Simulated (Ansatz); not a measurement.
## Breaking a bond in BH (SMILES [BH])

The species is BH (2 atoms), meant as a singlet with charge 0. SMILES: `[BH]`. The bond length is the measured one.

| atom | x (Å) | y (Å) | z (Å) |
| --- | --- | --- | --- |
| B | 0.0000 | 0.0000 | 0.0000 |
| H | 0.0000 | 0.0000 | 1.2324 |

The B1–H2 distance is scanned; the parts on either side stay rigid. Basis 3-21G, 1 core orbital frozen in the correlated methods; program Ansatz 0.2.0. FCI is exact within this basis and core. Energies in eV from each method's value at 1.232 Å; methods without a U are spin-restricted. The shape above is that at 1.232 Å.

```csv
distance (Å),r2SCAN,B3LYP,r2SCAN0,CAM-B3LYP,wB97M-V,B2PLYP,CCSDT,FCI
1.232,0.00,0.00,0.00,0.00,0.00,0.00,0.00,0.00
1.540,0.39,0.46,0.46,0.50,0.47,0.49,0.39,0.39
1.849,1.19,1.31,1.32,1.40,1.36,1.35,1.10,1.10
2.465,2.78,2.95,3.03,3.19,3.15,2.97,2.29,2.29
3.081,3.89,4.09,4.29,4.53,4.53,4.02,2.83,2.83
```

Departure from the FCI curve at its largest: r2SCAN +1.06 eV at 3.08 Å; B3LYP +1.26 eV at 3.08 Å; r2SCAN0 +1.45 eV at 3.08 Å; CAM-B3LYP +1.70 eV at 3.08 Å; wB97M-V +1.69 eV at 3.08 Å; B2PLYP +1.18 eV at 3.08 Å; CCSDT -0.01 eV at 3.08 Å. Restricted functionals keep the electrons paired too, and rise too high.
